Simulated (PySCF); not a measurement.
Compound: C₄H₅NO.
SMILES: `N#CCCC=O`

The closed-shell SCF was solved with PySCF and density fitting under several settings on one GFN2-xTB geometry (grid level 2 and gas phase unless stated).

```csv
settings,basis functions,SCF cycles,E (Eh),HOMO (eV),LUMO (eV),dipole (D)
"X3LYP/6-31G*, IEF-PCM chloroform",94,14,-285.2584,-7.34,-0.61,3.43
PW91/Sadlej pVTZ,189,16,-285.3344,-6.60,-2.60,2.93
```

Estimate the rows for these settings: (1) BP86/cc-pVDZ, IEF-PCM cyclohexane, energy threshold 1e-08 Eh; (2) BLYP/6-31++G**, IEF-PCM benzene.

| settings | basis functions | SCF cycles | E (Eh) | HOMO (eV) | LUMO (eV) | dipole (D) |
| --- | --- | --- | --- | --- | --- | --- |
| BP86/cc-pVDZ, IEF-PCM cyclohexane, energy threshold 1e-08 Eh | 109 | 10 | -285.3973 | -6.15 | -2.02 | 3.08 |
| BLYP/6-31++G**, IEF-PCM benzene | 138 | 16 | -285.3054 | -6.27 | -2.11 | 3.37 |

Over all rows, what range does the HOMO–LUMO gap span?

From 4.00 eV (PW91/Sadlej pVTZ) to 6.73 eV (X3LYP/6-31G*, IEF-PCM chloroform). The functional of the narrowest has no exact exchange, that of the widest 22 % exact exchange.

And the dipole moment?

From 2.93 D (PW91/Sadlej pVTZ) to 3.43 D (X3LYP/6-31G*, IEF-PCM chloroform); the largest is 1.17 times the smallest, and the median is 3.23 D.

Cycle counts include a coarse-grid stage where the run had one. All basis functions are spherical, in the Pople sets too. One conformer (not necessarily the lowest) at the GFN2-xTB geometry, without vibrations or thermal averaging.

The values belong to the conformer `[N:1]#[C:2][CH2:3][CH2:4][CH:5]=[O:6]`: C2–C3–C4–C5 180°, C3–C4–C5–O6 0°.
